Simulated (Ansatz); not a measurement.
CaB6-type CaB6

Calculation: PBEsol-D3(BJ) in Ansatz (PAW).

Run with plane-wave cutoff 520 eV, 8×8×8 k mesh, Fermi–Dirac smearing 0.01 eV, scalar-relativistic PAW data made under PBE.

Cell (relaxed at this level):

```
CELL_PARAMETERS angstrom
      4.10042     0.00000     0.00000
      0.00000     4.10042     0.00000
      0.00000     0.00000     4.10042
ATOMIC_POSITIONS crystal
  Ca 0.00000 0.00000 0.00000
  B  0.79873 0.50000 0.50000
  B  0.50000 0.20127 0.50000
  B  0.50000 0.79873 0.50000
  B  0.20127 0.50000 0.50000
  B  0.50000 0.50000 0.79873
  B  0.50000 0.50000 0.20127
```

For CaB6-type CaB6, the bulk modulus B0 comes out as 156 GPa and the band gap is none.

Measured, for comparison: band gap 1 eV (temperature not stated, no zero-point or thermal correction; as tabulated in Wu et al. (2004), arXiv:cond-mat/0401246); bulk modulus 170 ± 5 GPa (room temperature, no zero-point or thermal correction; as tabulated in Structural stability and vibrational characteristics of CaB6 under high …). Computed (rounded) less measured: band gap -1.00 eV, bulk modulus -8 %.

Note: the gap of the solid is closed in this run; this level leaves the solid without a gap, although one is measured; the bulk modulus comes from volumes at which shape and atoms were relaxed.

Static lattice: no zero-point or thermal effects.

Ansatz is an electronic-structure program.
